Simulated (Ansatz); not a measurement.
The same path of BClH2 + FH (6 atoms, charge 0, multiplicity 1) was run twice with different band settings. Lost on the way: B1–Cl2, F5–H6. Made: B1–F5, Cl2–H6.

All numbers below come from Ansatz, RKS B3LYP-D4/def2-SVP.

Relaxed end points:

```xyz
6
Properties=species:S:1:pos:R:3
B 0.000 0.133 0.124
Cl -0.011 0.580 1.864
H 1.057 0.183 -0.437
H -1.060 0.113 -0.432
F 0.069 -1.947 0.519
H 0.065 -1.792 1.443
```

```xyz
6
Properties=species:S:1:pos:R:3
B 0.014 -0.341 -0.449
Cl 0.007 0.068 2.556
H 1.063 0.229 -0.615
H -1.070 0.159 -0.611
F 0.057 -1.636 -0.152
H 0.048 -1.207 2.351
```

Common settings: movable images 5; climbing image yes; spring 5.0 eV/Å²; optimiser quadratic models (default); force threshold 0.03 eV/Å; iteration limit 60; end points relaxed.

| run | start path |
| --- | --- |
| 1 | through a guess of the saddle point |
| 2 | straight line |

Question: What does each run give, and how far can it be trusted?

Answer: Run 1: converged after 10 iterations, highest image 0.321 eV above the first end. A vibrational analysis at the climbing image gives one clearly imaginary mode, 892i cm⁻¹: a first-order saddle point.
Run 2: converged after 9 iterations, highest image 0.321 eV above the first end. Another band between the same ends (5 images) ends at a top of the same energy, where a vibrational analysis finds 1 clearly imaginary mode.
The orbitals stay closed-shell, which can raise the energy where a bond breaks towards radicals; this wasn't checked here.
